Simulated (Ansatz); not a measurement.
Frontier orbitals of C₄H₃FS, SMILES `Fc1ccsc1`.

```xyz
9

F     1.650   -1.352    0.747
C     0.604   -0.605    0.397
C     0.669    0.319   -0.670
C    -0.524    0.958   -0.831
S    -1.685    0.433    0.301
C    -0.600   -0.664    1.026
H     1.552    0.486   -1.270
H    -0.779    1.712   -1.558
H    -0.886   -1.287    1.858
```

Total charge 0; spin multiplicity 1. The geometry is a stationary point of PBE0-D4/def2-TZVP. Basis def2-TZVPP, Ansatz 0.2.0.

Q: Compute the vertical ionisation energy as the energy of the cation minus that of the neutral molecule, at each level. (Estimate.)

A: Ansatz gave: 
```tsv
level	IE (eV)	difference from CCSD(T)/CBS(def2)
PBE-D4/def2-TZVPP	8.96	-0.33
r2SCAN-D4/def2-TZVPP	8.93	-0.35
PBE0-D4/def2-TZVPP	9.05	-0.24
B3LYP-D4/def2-TZVPP	9.07	-0.21
ωB97X-V/def2-TZVPP	9.08	-0.21
ωB97M-V/def2-TZVPP	9.06	-0.23
B2PLYP/def2-TZVPP	9.08	-0.20
HF/def2-TZVPP	7.88	-1.41
MP2/def2-TZVPP	9.50	0.22
CCSD/def2-TZVPP	9.07	-0.22
CCSD(T)/def2-TZVPP	9.13	-0.16
HF/def2-QZVPP	7.88	-1.41
MP2/def2-QZVPP	9.59	0.31
HF/CBS(def2)	7.88	-1.41
MP2/CBS(def2)	9.66	0.37
CCSD/CBS(def2)	9.22	-0.06
CCSD(T)/CBS(def2)	9.29	0.00
```

B3LYP here is the variant with VWN-RPA as its local correlation; programs differ in this.
